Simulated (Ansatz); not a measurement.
# Tetradymite Bi₂Te₃

The numbers are results of r²SCAN+rVV10 (plane waves, PAW; Ansatz, a first-principles code), not measurements.

Settings: plane-wave cutoff 560 eV, 10×10×10 k mesh, Fermi–Dirac smearing 0.01 eV, scalar-relativistic PAW data made under PBE.

Cell (relaxed at this level):

Bi$_{2}$Te$_{3}$ is taken in the trigonal space group R-3m, hexagonal axes (No. 166), Pearson symbol hR5. Lattice parameters: a = b = 4.3942 Å, c = 31.3832 Å, α = β = 90.00°, γ = 120.00°. Bi on 6c is surrounded by 3 Te at 3.061 Å and 3 Te at 3.256 Å (octahedral). Te1 on 3a sees 6 Bi at 3.256 Å (octahedral). Te2 on 6c is coordinated by 3 Bi at 3.061 Å (trigonal pyramidal). (Neighbours: up to the widest gap in distance over summed covalent radii, below 1.35, at either atom; cation-cation and far metal-metal contacts left out.)
(The calculation used a cell of 5 atoms; values per cell refer to that cell.)

```yaml
bulk modulus B0: 27.4 GPa
band_gap: 0.68 eV
```

Measured, for comparison: bulk modulus 37 GPa (temperature not stated, not corrected to a static lattice, our sources range from 32.5 to 39.5; as tabulated in Toher et al. (2017), arXiv:1611.05714). Computed (rounded) less measured: bulk modulus not scored (sources differ).

Note: the bulk modulus comes from volumes at which shape and atoms were relaxed.

Spin–orbit coupling is not included; with these elements it can move the gap by several tenths of an eV or more.
